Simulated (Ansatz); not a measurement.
```yaml
crystal:
  periodic: [false, false, false]
  atoms:
    - {symbol: Al, position_ang: [0.000000, 0.000000, -2.319782]}
    - {symbol: Si, position_ang: [0.000000, 0.000000, 0.069950]}
    - {symbol: Si, position_ang: [0.000000, 0.000000, 2.249832]}
basis:
  gaussian: {orbitals: def2-TZVP}
magnetization: {spin_polarized: true, initial_magnetization: 1}
hamiltonian: {xc: pbe0}
relax: {f_tol: 0.004, max_steps: 80}
```

```sh
$ ansatz run in.yaml --threads 1 --pin off --events-out ev --progress --plain --max-ram 2176MiB
```

Steps of the relaxation (energy above the last step; positions in Å, forces in eV/Å):

```
3
step 1, 91.4 meV
Al    0.000    0.000   -2.320    0.000    0.000   -1.212
Si    0.000    0.000    0.070    0.000    0.000    1.304
Si    0.000    0.000    2.250    0.000    0.000   -0.091
```

```
3
step 2, 4.3 meV
Al    0.000    0.000   -2.403    0.000    0.000   -0.222
Si    0.000    0.000    0.114    0.000    0.000    0.295
Si    0.000    0.000    2.289    0.000    0.000   -0.073
```

```
3
step 3, 0.0 meV
Al    0.000    0.000   -2.424    0.000    0.000   -0.019
Si    0.000    0.000    0.127    0.000    0.000    0.020
Si    0.000    0.000    2.297    0.000    0.000   -0.001
```

```
3
step 4, 0.0 meV
Al    0.000    0.000   -2.426    0.000    0.000   -0.001
Si    0.000    0.000    0.128    0.000    0.000    0.001
Si    0.000    0.000    2.298    0.000    0.000    0.000
```

Close pairs at the end: Si2–Si3 2.169 Å, Al1–Si2 2.554 Å.

A stationary point of unrestricted PBE0 after 4 steps, with ⟨S²⟩ = 0.756 against 0.75 for a pure state; no frequencies were run, so it isn't proven a minimum. 75 s on 1 thread of Intel Xeon 6975P-C, shared host.
